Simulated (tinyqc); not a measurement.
Inside a calculation. Method: CIS and TDHF on RHF in the sto-6g basis, frozen core, for H2F+, spin multiplicity 1. One step of it, computed by the program tinyqc.

Task: TDHF (RPA) singlet states. B(ia,jb) = 2 (ia|jb) - (ib|ja); the squared energies are the eigenvalues of (A - B)(A + B); 1 hartree = 27.211386 eV.

CIS matrix A, singlet (hartree), order 2>6, 2>7, 3>6, 3>7, 4>6, 4>7, 5>6, 5>7:
$$\begin{pmatrix}
1.567118 & 0.007635 & -0.000612 & -0.046803 & 0.052028 & 0.010743 & 0.000000 & 0.000000 \\
0.007635 & 1.633879 & 0.037739 & -0.002990 & 0.017437 & -0.029131 & 0.000000 & 0.000000 \\
-0.000612 & 0.037739 & 0.681163 & -0.017265 & 0.025739 & -0.034273 & 0.000000 & 0.000000 \\
-0.046803 & -0.002990 & -0.017265 & 0.955590 & -0.130326 & -0.013583 & 0.000000 & 0.000000 \\
0.052028 & 0.017437 & 0.025739 & -0.130326 & 0.636942 & 0.001351 & 0.000000 & 0.000000 \\
0.010743 & -0.029131 & -0.034273 & -0.013583 & 0.001351 & 0.670568 & 0.000000 & 0.000000 \\
0.000000 & 0.000000 & 0.000000 & 0.000000 & 0.000000 & 0.000000 & 0.482369 & 0.003772 \\
0.000000 & 0.000000 & 0.000000 & 0.000000 & 0.000000 & 0.000000 & 0.003772 & 0.567445
\end{pmatrix}$$

Two-electron integrals over orbitals (pq|rs), unique and non-zero (hartree); the lowest 1 orbital is frozen and left out:
```
(22|22) 0.864834    (32|22) -0.002032   (32|32) 0.156495    (33|22) 0.759335
(33|32) 0.003234    (33|33) 0.734151    (42|22) -0.001474   (42|32) -0.000761
(42|33) -0.008099   (42|42) 0.159491    (43|22) -0.004412   (43|32) 0.005665
(43|33) -0.005409   (43|42) 0.006057    (43|43) 0.049449    (44|22) 0.811869
(44|32) 0.006962    (44|33) 0.708863    (44|42) -0.087647   (44|43) -0.005906
(44|44) 0.874533    (52|52) 0.182806    (53|52) 0.003938    (53|53) 0.038441
(54|52) -0.034321   (54|53) -0.001374   (54|54) 0.053476    (55|22) 0.884523
(55|32) 0.005144    (55|33) 0.747183    (55|42) -0.053042   (55|43) -0.006291
(55|44) 0.827566    (55|55) 0.998085    (62|22) -0.142670   (62|32) -0.009438
(62|33) -0.090234   (62|42) -0.044374   (62|43) 0.002907    (62|44) -0.094991
(62|55) -0.145098   (62|62) 0.075775    (63|22) -0.028316   (63|32) 0.020456
(63|33) -0.024976   (63|42) 0.007926    (63|43) 0.017552    (63|44) -0.021932
(63|55) -0.030398   (63|62) 0.011398    (63|63) 0.065552    (64|22) -0.150004
(64|32) 0.007348    (64|33) -0.090916   (64|42) 0.016626    (64|43) 0.004300
(64|44) -0.156128   (64|55) -0.155860   (64|62) 0.059195    (64|63) 0.021093
(64|64) 0.083056    (65|52) -0.049664   (65|53) -0.004079   (65|54) -0.009131
(65|65) 0.025158    (66|22) 0.571823    (66|32) 0.023407    (66|33) 0.551551
(66|42) 0.066362    (66|43) 0.016446    (66|44) 0.540167    (66|55) 0.547244
(66|62) -0.055164   (66|63) 0.022004    (66|64) -0.023620   (66|66) 0.560432
(72|22) -0.027931   (72|32) 0.065275    (72|33) -0.012626   (72|42) -0.001709
(72|43) -0.023004   (72|44) -0.021686   (72|55) -0.027769   (72|62) 0.005273
(72|63) -0.024054   (72|64) 0.011071    (72|66) -0.011947   (72|72) 0.056486
(73|22) 0.206661    (73|32) 0.012237    (73|33) 0.162617    (73|42) -0.058748
(73|43) -0.000464   (73|44) 0.194290    (73|55) 0.228451    (73|62) -0.066325
(73|63) -0.008772   (73|64) -0.088650   (73|66) 0.023723    (73|72) -0.016348
(73|73) 0.160631    (74|22) -0.008395   (74|32) -0.055633   (74|33) -0.005136
(74|42) -0.004640   (74|43) 0.006446    (74|44) -0.010542   (74|55) -0.009291
(74|62) 0.007724    (74|63) -0.040623   (74|64) -0.002887   (74|66) -0.022332
(74|72) -0.009568   (74|73) -0.013702   (74|74) 0.049479    (75|52) -0.009338
(75|53) 0.024946    (75|54) 0.000329    (75|65) 0.001478    (75|75) 0.019612
(76|22) 0.002912    (76|32) -0.085848   (76|33) -0.000279   (76|42) 0.004705
(76|43) -0.046973   (76|44) -0.007125   (76|55) -0.000816   (76|62) -0.003221
(76|63) -0.074460   (76|64) -0.015705   (76|66) -0.044895   (76|72) 0.006367
(76|73) -0.019025   (76|74) 0.058045    (76|76) 0.145428    (77|22) 0.607302
(77|32) -0.029706   (77|33) 0.608100    (77|42) 0.009994    (77|43) -0.013820
(77|44) 0.580205    (77|55) 0.591893    (77|62) -0.044199   (77|63) -0.032530
(77|64) -0.034364   (77|66) 0.524353    (77|72) -0.007116   (77|73) 0.057045
(77|74) 0.018370    (77|76) 0.042617    (77|77) 0.586898
```

Give: TDHF matrix B, singlet; squared energies w^2; TDHF energies from the positive w^2.

Result:

TDHF matrix B, singlet (hartree), order 2>6, 2>7, 3>6, 3>7, 4>6, 4>7, 5>6, 5>7:
$$\begin{pmatrix}
0.076 & 0.005 & 0.011 & -0.109 & 0.059 & 0.004 & 0.000 & 0.000 \\
0.005 & 0.056 & 0.018 & -0.016 & 0.014 & -0.010 & 0.000 & 0.000 \\
0.011 & 0.018 & 0.066 & -0.009 & 0.021 & 0.007 & 0.000 & 0.000 \\
-0.109 & -0.016 & -0.009 & 0.161 & -0.137 & -0.014 & 0.000 & 0.000 \\
0.059 & 0.014 & 0.021 & -0.137 & 0.083 & -0.003 & 0.000 & 0.000 \\
0.004 & -0.010 & 0.007 & -0.014 & -0.003 & 0.049 & 0.000 & 0.000 \\
0.000 & 0.000 & 0.000 & 0.000 & 0.000 & 0.000 & 0.025 & 0.001 \\
0.000 & 0.000 & 0.000 & 0.000 & 0.000 & 0.000 & 0.001 & 0.020
\end{pmatrix}$$

squared energies w^2 (hartree^2): [0.232, 0.322, 0.338, 0.407, 0.500, 0.927, 2.444, 2.676]

TDHF energies from the positive w^2 (eV): [13.104, 15.436, 15.814, 17.352, 19.250, 26.197, 42.542, 44.514]
